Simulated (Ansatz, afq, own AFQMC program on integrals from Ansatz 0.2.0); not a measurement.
Two steps: Ansatz 0.2.0 writes the Fock matrix and Cholesky factors of the valence space, and afq projects on them the lowest state that overlaps trial and start.

```yaml
crystal:
  periodic: [false, false, false]
  atoms:
    - {symbol: Ge, position_ang: [0.000190, 0.000006, -0.035544]}
    - {symbol: H, position_ang: [1.343272, 0.009089, 0.861072]}
    - {symbol: H, position_ang: [-0.686473, 1.162532, 0.850402]}
    - {symbol: H, position_ang: [-0.670496, -1.172025, 0.850119]}
basis:
  gaussian: {orbitals: aug-cc-pVTZ}
magnetization: {spin_polarized: true, initial_magnetization: 1}
correlation: {method: ccsd_t, electrons: outside_noble_gas, hamiltonian_folder: ham}
```

```sh
$ ansatz run in.yaml --threads 1 --pin off --events-out ev --progress --plain --max-ram 16896MiB --backend cuda --devices 0, --max-vram 18GiB
```

Options of the walk:

```
--method free --trial cisd --walkers 400 --time-step 0.03 --max-blocks 4000 --target-error 0.00032 --factor-cut 1e-05 --seed 8942 --times 0,0.3,0.6,1.2,1.8,2.4,3.6,4.8,6 --taylor-order 8
```

Times are imaginary, in 1/Eh. The walk had a cap of 121 s. Filled inner d shells are frozen with the cores.

Log:

```
orbitals 114  electrons 4 3  factors 702 of 741
reference energy -2077.07984820 Eh
CCSD correlation -0.14379217 Eh in 10 cycles, weight of the determinant in the CISD state 0.9135
repeat  energy at the last time / Eh  error
    10  -2077.228676  0.000378
    20  -2077.228724  0.000277
    30  -2077.228995  0.000251
time / (1/Eh)  energy / Eh  error  mean overlap
  0.00  -2077.223687  0.000040  1.0953
  0.30  -2077.226241  0.000047  1.0925
  0.60  -2077.227238  0.000061  1.0947
  1.20  -2077.228188  0.000072  1.0913
  1.80  -2077.228467  0.000075  1.0896
  2.40  -2077.228508  0.000113  1.0957
  3.60  -2077.228807  0.000125  1.0647
  4.80  -2077.228834  0.000161  1.0328
  6.00  -2077.228948  0.000245  1.0328
energy -2077.228948 +/- 0.000245 Eh
```

The run passed its tests (error under three times the target), which doesn't prove that it has relaxed.

Against this walk (error 6.7 meV) on the same determinant: CCSD(T) 32.7 meV higher, CCSDT(Q) 5.8 meV higher (within the noise). The error is statistical, and a free projection of finite length keeps a remainder of its start. The last points still move (meV from the last: 13.1 ± 2.0 at 1.80, 12 ± 3 at 2.40, 4 ± 3 at 3.60, 3 ± 4 at 4.80, 0 ± 7 at 6.00), but the last one has reached CCSDT(Q) within the noise or passed it, so little can be left to fall.

Cautions: remainder of the start not in the error; no relativity below Rb; no spin-orbit coupling; inner d shell frozen.

The walk took 42 s on 1 × NVIDIA H100 80GB HBM3 with 2 threads of AMD EPYC 7R13 Processor (Zen 3), with other jobs on the host (the card was shared). The log's last line is the free-projection energy.

CCSDT and higher add their correlation energy to the determinant of the CCSD(T) run, since their own runs factorise the integrals more tightly (a shift of under 2 meV). A walk keeps the symmetry of its determinant, which the program's search chose and which needn't be the lowest solution, so a lower state of the same spin and another symmetry isn't excluded.
